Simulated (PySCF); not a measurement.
## Potential energy of NaMg⁺ along the bond

Set-up: PySCF, no relativity, basis sets Na 6-31G(d,p), Mg 6-31G(d,p). Energies in eV from Na⁺ + Mg in their ground configurations at the same level. State: ¹Σ⁺ (singlet), closed shell.

```
R (Å)     PBE0  RHF-SCS-MP2  RHF-CCSD
2.763  -0.4828      -0.3276          
2.892  -0.5630      -0.4270   -0.4227
3.020  -0.6080      -0.4870   -0.4822
3.117  -0.6240      -0.5123   -0.5070
3.213  -0.6284      -0.5243   -0.5186
3.309  -0.6235      -0.5260   -0.5198
3.438  -0.6063      -0.5160   -0.5090
3.599  -0.5727      -0.4897   -0.4815
3.791  -0.5219      -0.4462   -0.4362
4.048  -0.4469      -0.3795
```

Put a parabola through the three lowest points of the PBE0 curve and estimate Re, k and ωe (reduced mass 11.74 u; 1 eV/Å² = 0.16022 mdyn/Å; ωe = 1302.8·√(k/μ) cm⁻¹).

Through R = 3.117, 3.213, 3.309 Å the second-order coefficient is 0.505 eV/Å², so Re ≈ 3.210 Å, k ≈ 0.162 mdyn/Å and ωe ≈ 153 cm⁻¹. A polynomial fit of higher order to the unrounded PBE0 energies gives Re = 3.207 Å, k = 0.160 mdyn/Å, ωe = 152 cm⁻¹; anharmonicity and rounding make the difference.

The higher-order fit for each curve: PBE0: Re = 3.207 Å, ωe = 152 cm⁻¹, De = 0.63 eV; RHF-SCS-MP2: Re = 3.278 Å, ωe = 148 cm⁻¹, De = 0.53 eV; RHF-CCSD: Re = 3.272 Å, ωe = 149 cm⁻¹, De = 0.52 eV.

Correlated steps freeze 2 core orbitals. Closed-shell solutions of metal pairs were not tested for spin polarisation, which can lower them a little. Correlated levels converge slowly with the basis: in double zeta they bind strong bonds too weakly, by up to about 1 eV, and carry superposition errors of some tenths. For an ion De counts to the pair picked by the measured ionisation energies or electron affinities, which need not be the lowest pair at this level.
